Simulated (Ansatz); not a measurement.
## Redistribution: CH3Cl + C4H10S → CH4S + C4H9Cl

Species: CH3Cl `CCl`, singlet; C4H10S (isobutyl mercaptan) `CC(C)CS`, singlet; CH4S (methanethiol) `CS`, singlet; C4H9Cl (1-chloro-2-methylpropane) `CC(C)CCl`, singlet. The partners trade Cl for SH; both sit on C, so the bond types are kept.

Shapes, held fixed at every level: PBE0-D4/def2-TZVP. Flexible molecules stand in one conformer, not always the lowest. Programs: Ansatz 0.2.0. Electronic energies: no zero-point or thermal term.

| level | kind | ΔE (kJ/mol) | less CCSD(T)/CBS estimate | CPU time (sum over the molecules) |
| --- | --- | --- | --- | --- |
| HF/def2-TZVPP | Hartree–Fock | -10.5 | -2.6 | – |
| PBE-D4/def2-TZVPP | GGA | -9.0 | -1.1 | 33 s |
| B3LYP-D4/def2-TZVPP | global hybrid | -8.8 | -0.9 | 64 s |
| PBE0-D4/def2-TZVPP | global hybrid | -8.8 | -0.9 | 35 s |
| wB97M-V/def2-TZVPP | range-separated hybrid | -9.3 | -1.4 | 1.9 min |
| wB97X-V/def2-TZVPP | range-separated hybrid | -9.1 | -1.2 | 81 s |
| CCSD/def2-TZVPP | coupled cluster or CI | -8.6 | -0.7 | – |
| CCSD(T)/CBS estimate | coupled cluster or CI | -7.9 | 0.0 | 37 min |

The highest level, CCSD(T)/CBS estimate, gives ΔE = -7.9 kJ/mol; the levels span -10.5 to -7.9. The column of differences is taken from that level and isn't an error. No measured value is set beside it here. The CBS estimate extrapolates MP2 from def2-TZVPP and def2-QZVPP and adds CCSD(T) − MP2 in the triple-zeta set, cores frozen. Times are processor times on shared x86 and Arm servers, and rough.
